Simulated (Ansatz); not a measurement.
**BSiH4 (SMILES [BH][SiH3]) at 3 levels**

Aim: a comparison of 3 runs (UHF/STO-3G, UB3LYP/6-31G*, UB2PLYP/pcseg-1) of BSiH4. 

The results are computed with Ansatz 0.2.0.

3 further runs of the same task are left out: 2 for a known fault of the program, 1 set aside as unsound or not needed. Runs told in other sessions of the task aren't counted.

## Step 1: The system as given

BSiH4 has 6 atoms, charge 0, and is taken as a doublet. SMILES: `[BH][SiH3]`. The coordinates come from a GFN2-xTB relaxation.

Bond lengths: B1–Si2 1.908 Å, B1–H3 1.158 Å, Si2–H4 1.483 Å, Si2–H5 1.476 Å, Si2–H6 1.476 Å. Angles: B1–Si2–H4 119.8°, B1–Si2–H5 111.1°, B1–Si2–H6 111.7°, Si2–B1–H3 148.3°, H4–Si2–H5 103.5°, H4–Si2–H6 103.4°, H5–Si2–H6 106.3°.

## Step 2: Energy and gradient at UHF/STO-3G (run 1)

Contents of run.yaml:

```yaml
crystal:
  periodic: [false, false, false]
  atoms:
    - {symbol: B, position_ang: [0.938510, -0.830080, 0.651420]}
    - {symbol: Si, position_ang: [-0.268720, 0.378400, -0.198310]}
    - {symbol: H, position_ang: [1.206890, -1.921260, 0.929580]}
    - {symbol: H, position_ang: [-1.511470, -0.138420, -0.820190]}
    - {symbol: H, position_ang: [0.392690, 1.102720, -1.300860]}
    - {symbol: H, position_ang: [-0.757900, 1.408630, 0.738360]}
basis:
  gaussian:
    orbitals: STO-3G
total_charge: 0
hamiltonian:
  xc: hf
output: {forces: true, orbitals: {seedname: orbitals}}
magnetization:
  spin_polarized: true
  initial_magnetization: 1
accuracy: high
```

On the command line:

```
$ ansatz run run.yaml --threads 1 --pin off --max-ram 2610MiB --events-out events.jsonl --progress --plain --runs-dir runs
```

Standard output:

```text
Warning: RAYON_NUM_THREADS=1 ignored (pool sized by the plan → 1); use --threads N
Functional definition: HF
  name "HF"
  exchange = exact_x
  correlation = 0
311 factors; integrals over basis functions are off by at most 7.8e-9 eV
mean field evaluation 1: about -8493.8439 eV, gradient 9.0e0 eV
mean field evaluation 2: about -8493.8483 eV, gradient 8.9e0 eV
mean field evaluation 4: about -8494.9431 eV, gradient 8.6e-1 eV
mean field evaluation 8: about -8494.9582 eV, gradient 9.4e-3 eV
mean field evaluation 16: about -8494.6542 eV, gradient 7.3e-1 eV
mean field evaluation 32: about -8494.9373 eV, gradient 2.6e-1 eV
mean field evaluation 64: about -8494.9582 eV, gradient 5.6e-6 eV
mean field -8494.95822456 eV, -312.1839566632 hartree, gradient 9.6e-8 eV, S^2 0.756407; 3 other end points of the search recorded, 0 dependent functions left out
the calculation of the forces begins
reference -8494.95822456 eV, -312.1839566632 hartree; 12, 11 occupied and 6, 7 virtual orbitals, 311 factors
Total energy: -8494.95822456 eV, -312.1839566632 hartree
Atom 0 at     0.938510    -0.830080     0.651420 Å, force     0.996399    -0.047255     0.602498 eV/Å
Atom 1 at    -0.268720     0.378400    -0.198310 Å, force    -2.267306     1.805102    -1.558922 eV/Å
Atom 2 at     1.206890    -1.921260     0.929580 Å, force    -0.454919    -0.104467    -0.255434 eV/Å
Atom 3 at    -1.511470    -0.138420    -0.820190 Å, force     1.351908     0.134599     0.736285 eV/Å
Atom 4 at     0.392690     1.102720    -1.300860 Å, force    -0.331248    -0.752898     1.143587 eV/Å
Atom 5 at    -0.757900     1.408630     0.738360 Å, force     0.705167    -1.035080    -0.668013 eV/Å
Dipole moment:     0.070592    -0.072300     0.051288 e Å
```

Run time: 0.24 s. Hardware: 1 thread of Arm Neoverse V2, shared host.

## Step 3: Energy and gradient at UB3LYP/6-31G(d) (Cartesian functions) (run 2)

Contents of input.yaml:

```yaml
crystal:
  periodic: [false, false, false]
  atoms:
    - {symbol: B, position_ang: [0.938510, -0.830080, 0.651420]}
    - {symbol: Si, position_ang: [-0.268720, 0.378400, -0.198310]}
    - {symbol: H, position_ang: [1.206890, -1.921260, 0.929580]}
    - {symbol: H, position_ang: [-1.511470, -0.138420, -0.820190]}
    - {symbol: H, position_ang: [0.392690, 1.102720, -1.300860]}
    - {symbol: H, position_ang: [-0.757900, 1.408630, 0.738360]}
basis:
  gaussian:
    orbitals: "6-31G*"
accuracy: high
hamiltonian:
  xc: {name: B3LYP}
magnetization:
  spin_polarized: true
  initial_magnetization: 1
output: {forces: true, orbitals: {seedname: orbitals}}
```

On the command line:

```
$ ansatz run input.yaml --threads 1 --pin off --max-ram 2610MiB --events-out events.jsonl --progress --plain --runs-dir runs
```

Standard output (excerpt; [...] marks lines left out):

```text
Warning: RAYON_NUM_THREADS=1 ignored (pool sized by the plan → 1); use --threads N
Functional definition: B3LYP
  name "B3LYP"
[...]
903 factors; integrals over basis functions are off by at most 4.0e-9 eV
[...]
mean field -8615.97490730 eV, -316.6312377259 hartree, gradient 9.7e-8 eV, S^2 0.752690; 2 other end points of the search recorded, 0 dependent functions left out
[...]
reference -8615.97494406 eV, -316.6312390767 hartree; 12, 11 occupied and 30, 31 virtual orbitals, 903 factors
Total energy: -8615.97494406 eV, -316.6312390767 hartree
Atom 0 at     0.938510    -0.830080     0.651420 Å, force     0.588965     0.086092     0.329233 eV/Å
Atom 1 at    -0.268720     0.378400    -0.198310 Å, force    -0.986069     0.640271    -0.623542 eV/Å
Atom 2 at     1.206890    -1.921260     0.929580 Å, force     0.174512    -0.735088     0.184964 eV/Å
Atom 3 at    -1.511470    -0.138420    -0.820190 Å, force    -0.216440    -0.273505    -0.084633 eV/Å
Atom 4 at     0.392690     1.102720    -1.300860 Å, force     0.370039     0.101537    -0.167004 eV/Å
Atom 5 at    -0.757900     1.408630     0.738360 Å, force     0.068993     0.180692     0.360981 eV/Å
Dipole moment:     0.050868    -0.122344     0.043963 e Å
```

It took 6 s on 1 thread of Arm Neoverse V2, shared host.

## Step 4: Energy and forces at UB2PLYP/pcseg-1 (run 3)

Contents of molecule.yaml:

```yaml
basis:
  gaussian: {orbitals: pcseg-1.json}
crystal:
  periodic: [false, false, false]
  atoms:
    - {symbol: B, position_ang: [0.938510, -0.830080, 0.651420]}
    - {symbol: Si, position_ang: [-0.268720, 0.378400, -0.198310]}
    - {symbol: H, position_ang: [1.206890, -1.921260, 0.929580]}
    - {symbol: H, position_ang: [-1.511470, -0.138420, -0.820190]}
    - {symbol: H, position_ang: [0.392690, 1.102720, -1.300860]}
    - {symbol: H, position_ang: [-0.757900, 1.408630, 0.738360]}
magnetization: {spin_polarized: true, initial_magnetization: 1}
hamiltonian: {xc: {name: B2PLYP}}
correlation: {frozen_orbitals: {B: 1, H: 0, Si: 5}}
accuracy: high
output: {forces: true, orbitals: {seedname: orbitals}}
```

The basis set pcseg-1 is read from a file made from the Basis Set Exchange's data (not shown).

On the command line:

```
$ ansatz run molecule.yaml --threads 1 --pin off --max-ram 2610MiB --events-out events.jsonl --progress --plain --runs-dir runs
```

Standard output (excerpt; [...] marks lines left out):

```text
Warning: RAYON_NUM_THREADS=1 ignored (pool sized by the plan → 1); use --threads N
Functional definition: B2PLYP
  name "B2PLYP"
[...]
1148 factors; integrals over basis functions are off by at most 3.7e-9 eV
[...]
mean field -8609.02109600 eV, -316.3756898739 hartree, gradient 2.4e-8 eV, S^2 0.753614; 2 other end points of the search recorded, 0 dependent functions left out
6 core orbitals not correlated: weight in the atoms' cores, before any rotation towards them, 1.000 or more for the frozen orbitals, at most 0.000 for the correlated occupied ones
reference -8609.02112069 eV, -316.3756907813 hartree; 6, 5 occupied and 40, 41 virtual orbitals, 1148 factors
second order -5.20014908 eV of doubles, -0.00000000 eV of singles
[...]
Total energy: -8610.42516094 eV, -316.4272883088 hartree
Atom 0 at     0.938510    -0.830080     0.651420 Å, force     0.657597     0.090037     0.372323 eV/Å
Atom 1 at    -0.268720     0.378400    -0.198310 Å, force    -1.155632     0.856301    -0.754327 eV/Å
Atom 2 at     1.206890    -1.921260     0.929580 Å, force     0.154723    -0.795177     0.179899 eV/Å
Atom 3 at    -1.511470    -0.138420    -0.820190 Å, force    -0.136905    -0.314619    -0.033398 eV/Å
Atom 4 at     0.392690     1.102720    -1.300860 Å, force     0.378685     0.045876    -0.126221 eV/Å
Atom 5 at    -0.757900     1.408630     0.738360 Å, force     0.101532     0.117581     0.361724 eV/Å
Dipole moment:     0.023659    -0.120209     0.028329 e Å
```

Run time: 17 s. Hardware: 1 thread of Arm Neoverse V2, shared host.

## Step 5: The series

| run | level | Cartesian functions | frozen core orbitals | energy (Eh) | dipole moment (D) | HOMO energy (eV) | LUMO energy (eV) | wall time |
| --- | --- | --- | --- | --- | --- | --- | --- | --- |
| 1 | UHF/STO-3G | no | – | -312.183957 | 0.54 | -7.00 | 6.07 | 0.24 s |
| 2 | UB3LYP/6-31G* (Cartesian functions) | yes | – | -316.631239 | 0.67 | -5.40 | -2.75 | 6 s |
| 3 | UB2PLYP/pcseg-1 | no | 6 | -316.427288 | 0.60 | -6.88 | -1.42 | 17 s |

## Step 6: Outcome

| quantity | value |
| --- | --- |
| run 3: total energy | -316.42729 Eh |
| run 3: dipole moment (SCF part) | 0.60 D |
| run 3: HOMO energy (SCF part's orbitals) (highest over α and β) | -6.88 eV |
| run 3: LUMO energy (SCF part's orbitals) (lowest over α and β) | -1.42 eV |
| run 3: ⟨S²⟩ | 0.754 |
| run 3: largest force on an atom | 1.624 eV/Å |

What this shows: The dipole moment (its size) runs from 0.54 D (UHF/STO-3G) to 0.67 D (UB3LYP/6-31G*). The two ends differ in method and basis. Totals of different functionals can't be ranked against each other. In run 1 the basis is minimal, so the values are rough. All runs together took 24 s, the longest 17 s.
